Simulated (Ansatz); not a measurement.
**H4Si: harmonic frequencies at the relaxed geometry, by script**

At which frequencies does H4Si vibrate? Wanted for H4Si: harmonic frequencies at the relaxed geometry. SMILES: [SiH4].

Computed with the Python package of Ansatz 0.2.0. Level of theory: MP2/cc-pVDZ.

### 1 The structure

Bond lengths: Si1–H2 1.485 Å, Si1–H3 1.485 Å, Si1–H4 1.485 Å, Si1–H5 1.485 Å. Angles: H2–Si1–H3 109.5°, H2–Si1–H4 109.5°, H2–Si1–H5 109.5°, H3–Si1–H4 109.5°, H3–Si1–H5 109.5°, H4–Si1–H5 109.5°.

The script holds or builds the structure itself.

### 2 The code

The input, freq_h4si.py:

```python
"""Harmonic frequencies of H4Si at its relaxed geometry."""

import itertools
import logging
import sys

import ansatz as az
from ase import Atoms
from ase.data import atomic_numbers, covalent_radii
from ase.thermochemistry import IdealGasThermo
import numpy as np

logging.basicConfig(stream=sys.stdout, format="[%(levelname)s] %(message)s")
log = logging.getLogger("h4si")
log.setLevel(logging.INFO)


def main() -> None:
    geometry_ang = [
        ("Si", (0.0, 0.0, 0.0)),
        ("H", (-0.1697, 1.2274, -0.8185)),
        ("H", (-0.7463, 0.1484, 1.2752)),
        ("H", (1.4416, -0.2054, 0.2912)),
        ("H", (-0.5256, -1.1703, -0.7479)),
    ]
    h4si = az.Crystal.molecule()
    for symbol, xyz in geometry_ang:
        h4si = h4si.atom(symbol, xyz)

    calculation = (
        h4si.calculation()
        .basis(gaussian="cc-pVDZ")  # the orbital basis, by name
        .correlation("MP2")
    )
    symbols = [site.symbol for site in h4si.cartesian_sites]
    start = np.array([site.position_ang for site in h4si.cartesian_sites], dtype=float)
    r = calculation.relax(force_tolerance=0.003, max_steps=100).run().report
    end = np.array(r["positions_ang"])

    # pairs closer than 1.2 times the sum of covalent radii, before or after
    radius = [covalent_radii[atomic_numbers[s]] for s in symbols]
    span = lambda where, i, j: np.linalg.norm(where[i] - where[j])
    bonded = [(i, j) for i, j in itertools.combinations(range(len(symbols)), 2) if min(span(start, i, j), span(end, i, j)) < 1.2 * (radius[i] + radius[j])]
    log.info("pair        before    after (A)")
    for i, j in bonded:
        print(f"{symbols[i]}{i}-{symbols[j]}{j}".ljust(10), f"{span(start, i, j):8.4f} {span(end, i, j):8.4f}")

    # frequencies need a stationary point, so they are taken at the relaxed geometry
    minimum = az.Crystal.molecule()
    for symbol, place in zip(symbols, end):
        minimum = minimum.atom(symbol, place.tolist())
    vibrating = (
        minimum.calculation()
        .basis(gaussian="cc-pVDZ")
        .correlation("MP2")
        .phonons(temperatures=(200, 600, 100))
    )
    vib = vibrating.run().report["vibrations"]
    sums = vib["harmonic_sums"]
    modes = [m["omega_inv_cm"] for m in sums["modes_at_gamma"] if m["rigid_motion"] == "no"]
    for number, w in enumerate(modes, start=1):
        log.info(f"mode {number:2d} {w:9.1f} 1/cm {w / 8065.544 * 1000:8.2f} meV")
    print("imaginary modes:", sum(w < 0 for w in modes), " zero-point energy:", round(sums["zero_point_energy_ev"], 4), "eV")
    # rigid rotor and ideal gas, symmetry number taken as one
    gas = IdealGasThermo(vib_energies=[w / 8065.544 for w in modes if w > 0], geometry="linear" if len(modes) == 3 * len(symbols) - 5 else "nonlinear",
                         atoms=Atoms(symbols, positions=end), symmetrynumber=1, spin=0.0)
    log.info(f"H(298 K) - E = {gas.get_enthalpy(298.15, verbose=False):.4f} eV")
    log.info(f"S(298 K, 1 bar) = {96485.33 * gas.get_entropy(298.15, 1e5, verbose=False):.1f} J/(mol K) with symmetry number 1")

    # all hydrogen replaced by deuterium
    heavier = vibrating.phonons(masses={"H": 2.014102}).run().report["vibrations"]["harmonic_sums"]
    print("deuterated (1/cm):", " ".join(f"{m['omega_inv_cm']:.0f}" for m in heavier["modes_at_gamma"] if m["rigid_motion"] == "no"))
    print("zero-point energy falls by", round(sums["zero_point_energy_ev"] - heavier["zero_point_energy_ev"], 4), "eV")


if __name__ == "__main__":
    main()
```

### 3 The run

Command:

```
> python freq_h4si.py
```

**Question.** What results will this script give? Wanted: highest frequency; imaginary modes; zero-point energy.

As calculated:

```
         quantity      value
    runs compared          3
highest frequency  2293 cm⁻¹
  imaginary modes          0
zero-point energy   0.868 eV
```

What this shows: In CPU time, run 2 cost about 6.5 times as much as run 1. Run 1: The relaxation took 2 moves; the largest shift is 0.002 Å. The start was already close to the minimum. All frequencies are real, so the geometry is a minimum. The values are harmonic; measured fundamentals also hold anharmonic shifts, mostly downward for stretches. The frequencies are harmonic and unscaled, in a modest basis. The entropy takes a symmetry number of 1; a symmetric molecule's is lower by R ln(sigma).
